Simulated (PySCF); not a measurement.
# Atomic charges against the basis set

Species: dimethyl carbonate, C3H6O3.
Atom-mapped SMILES: `[CH3:1][O:2][C:3](=[O:4])[O:5][CH3:6]` (hydrogens: H7, H8, H9 on C1; H10, H11, H12 on C6)

PBE0 throughout (PySCF), one geometry, spherical d and f functions. Isolated species at its PBE0-D3(BJ)/def2-SVP geometry (one conformer only). Atoms taken as equivalent share a column and are averaged.

Mulliken charges (e):

```tsv
basis	functions	C1/C6	O2/O5	C3	O4	H7 (×6)
STO-3G	36	-0.127	-0.196	+0.324	-0.275	+0.099
6-31G	66	-0.252	-0.485	+0.707	-0.416	+0.197
pcSseg-0	66	-0.328	-0.640	+0.984	-0.521	+0.246
6-31G*	96	-0.288	-0.455	+0.798	-0.480	+0.195
def2-SVP	114	+0.112	-0.315	+0.353	-0.299	+0.059
cc-pVDZ	114	+0.053	-0.258	+0.360	-0.306	+0.059
pcSseg-1	132	-0.048	-0.445	+0.697	-0.461	+0.125
aug-cc-pVDZ	192	+0.748	-0.513	+0.902	-0.457	-0.152
6-311+G(2d,p)	198	-0.218	-0.396	+0.729	-0.479	+0.163
def2-TZVP	222	-0.218	-0.227	+0.423	-0.368	+0.139
cc-pVTZ	264	-0.115	-0.184	+0.357	-0.351	+0.099
IGLO-III	270	-0.213	-0.253	+0.602	-0.497	+0.138
```

IAO charges (e):

| basis | functions | C1/C6 | O2/O5 | C3 | O4 | H7 (×6) |
| --- | --- | --- | --- | --- | --- | --- |
| STO-3G | 36 | -0.258 | -0.191 | +0.345 | -0.304 | +0.143 |
| 6-31G | 66 | -0.247 | -0.303 | +0.588 | -0.481 | +0.166 |
| pcSseg-0 | 66 | -0.226 | -0.307 | +0.593 | -0.482 | +0.159 |
| 6-31G* | 96 | -0.206 | -0.331 | +0.665 | -0.508 | +0.153 |
| def2-SVP | 114 | -0.196 | -0.325 | +0.653 | -0.504 | +0.149 |
| cc-pVDZ | 114 | -0.205 | -0.328 | +0.657 | -0.502 | +0.152 |
| pcSseg-1 | 132 | -0.204 | -0.331 | +0.663 | -0.514 | +0.154 |
| aug-cc-pVDZ | 192 | -0.213 | -0.335 | +0.673 | -0.520 | +0.157 |
| 6-311+G(2d,p) | 198 | -0.215 | -0.337 | +0.675 | -0.521 | +0.158 |
| def2-TZVP | 222 | -0.212 | -0.338 | +0.681 | -0.521 | +0.157 |
| cc-pVTZ | 264 | -0.214 | -0.337 | +0.679 | -0.519 | +0.157 |
| IGLO-III | 270 | -0.215 | -0.338 | +0.678 | -0.522 | +0.158 |

Some averages cover members that differ in this geometry, most widely: H7 (×6), Mulliken in aug-cc-pVDZ -0.289 to -0.081 e.

**Question.** Which scheme is steadiest as the basis changes?

**Answer.** Largest range over the bases for any column: IAO 0.34 e, Mulliken 1.08 e. IAO charges move least and Mulliken charges most, counted in e. Without the minimal STO-3G basis the ranges are IAO 0.09, Mulliken 1.08 e.

**Question.** How much do the charges still move between the two largest bases, cc-pVTZ and IGLO-III?

**Answer.** At most, over all atoms: Mulliken 0.245 e, IAO 0.003 e.

**Question.** What do the same runs give for the total energy, the frontier levels and the dipole moment?

**Answer.** 
```
        basis  energy (Eh)  HOMO (eV)  LUMO (eV)  μ (D)
       STO-3G    -338.7034      -4.33       4.62   0.04
        6-31G    -343.0940      -8.33       1.00   0.12
     pcSseg-0    -342.4044      -8.46       1.05   0.14
       6-31G*    -343.2249      -8.09       1.51   0.36
     def2-SVP    -342.9774      -8.27       1.35   0.32
      cc-pVDZ    -343.2524      -8.09       1.51   0.42
     pcSseg-1    -343.1997      -8.42       1.21   0.34
  aug-cc-pVDZ    -343.2787      -8.45      -0.02   0.50
6-311+G(2d,p)    -343.3390      -8.49       0.35   0.46
    def2-TZVP    -343.3713      -8.42       1.17   0.51
      cc-pVTZ    -343.3582      -8.36       1.26   0.51
     IGLO-III    -343.3762      -8.46       0.84   0.50
```

The dipole is fixed by the density alone, so its range of 0.47 D shows that the density itself changes with the basis, not only its division among atoms.
